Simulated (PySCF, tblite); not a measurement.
Compound: C4H7N.
Numbering: `[NH2:1][C@@H:2]1[C@H:3]2[CH2:4][C@@H:5]12` (hydrogens: H6, H7 on N1; H8 on C2; H9 on C3; H10, H11 on C4; H12 on C5)

Computed with GFN2-xTB (tblite), gas phase: Langevin dynamics at 300 K from the optimised GFN2-xTB geometry, time step 0.5 fs, friction 0.01 fs⁻¹, 2000 steps. Over the second half of the run the saved frames average 311 K.

Frame at 250 fs, instantaneous temperature 203 K:
```
atom  x, y, z in Å
N1     -2.404    0.042    0.596
C2     -1.159    0.625    0.404
C3      0.082    0.017   -0.324
C4      0.996    0.901    0.485
C5     -0.054    0.129    1.190
H6     -2.970    0.193   -0.260
H7     -2.358   -0.947    0.752
H8     -1.280    1.743    0.254
H9      0.210   -0.921   -0.899
H10     2.065    0.549    0.561
H11     0.898    1.970    0.395
H12     0.095   -0.587    1.953
```

Frame at 425 fs, instantaneous temperature 276 K:
```
atom  x, y, z in Å
N1     -2.572    0.428    0.734
C2     -1.170    0.492    0.353
C3     -0.312   -0.719    0.658
C4      0.952    0.043    0.770
C5     -0.208    0.534    1.476
H6     -3.146   -0.029   -0.003
H7     -2.596   -0.188    1.482
H8     -0.972    1.181   -0.402
H9     -0.614   -1.640    1.020
H10     1.772   -0.481    1.291
H11     1.119    0.590   -0.088
H12    -0.278    0.752    2.515
```

Frame at 625 fs, instantaneous temperature 478 K:
```
atom  x, y, z in Å
N1     -2.473    0.035    1.288
C2     -1.263   -0.229    0.578
C3     -0.048   -0.632    1.329
C4      0.943   -0.287    0.307
C5     -0.072    0.738    0.694
H6     -3.234   -0.562    1.065
H7     -2.212   -0.096    2.281
H8     -1.361   -0.771   -0.319
H9      0.152   -0.983    2.308
H10     1.924   -0.091    0.678
H11     0.936   -0.779   -0.654
H12    -0.111    1.762    1.000
```

Frame at 800 fs, instantaneous temperature 234 K:
```
atom  x, y, z in Å
N1     -2.360    0.110    0.963
C2     -1.121   -0.058    0.275
C3     -0.091   -0.441    1.258
C4      1.044   -0.259    0.370
C5      0.015    0.829    0.528
H6     -2.413    0.914    1.571
H7     -3.212   -0.061    0.507
H8     -1.299   -0.588   -0.692
H9     -0.206   -0.682    2.341
H10     2.046   -0.108    0.800
H11     1.112   -0.814   -0.506
H12     0.024    1.846    0.811
```

Frame at 1000 fs, instantaneous temperature 294 K:
```
atom  x, y, z in Å
N1     -2.308   -0.243    1.481
C2     -1.149   -0.290    0.621
C3     -0.030   -1.016    1.323
C4      1.091   -0.552    0.489
C5      0.072    0.469    1.042
H6     -2.049    0.019    2.387
H7     -3.063    0.377    1.088
H8     -1.337   -0.514   -0.433
H9     -0.239   -1.511    2.287
H10     2.052   -0.592    0.953
H11     1.028   -0.759   -0.552
H12     0.302    1.348    1.723
```

**Question.** What do single points at PBE0/def2-SVPD (PySCF, gas phase, TDDFT, vertical, frozen core in the response) give on these frames?

**Answer.** 
```tsv
t (fs)	GFN2-xTB E above start (eV)	DFT E above lowest frame (eV)	HOMO (eV)	LUMO (eV)	dipole (D)	S1 (eV)	f(S1)
250	0.34	0.00	-6.60	0.92	1.43	6.16	0.009
425	0.53	0.27	-6.86	0.97	1.49	6.44	0.022
625	0.29	0.00	-6.61	0.96	1.39	6.17	0.017
800	0.46	0.15	-6.14	1.08	0.90	5.81	0.019
1000	0.39	0.02	-6.57	0.99	1.21	6.15	0.021
```

Both levels order the frames alike by energy; measured from each level's lowest frame they differ by 0.08 eV at most. The HOMO–LUMO gap runs from 7.22 to 7.83 eV. These are instantaneous structures, not minima.

What follows is the cost of the whole dynamics run. Time: 11 s; peak memory 0.18 GiB. Hardware: Arm Neoverse N1, one thread, shared host.
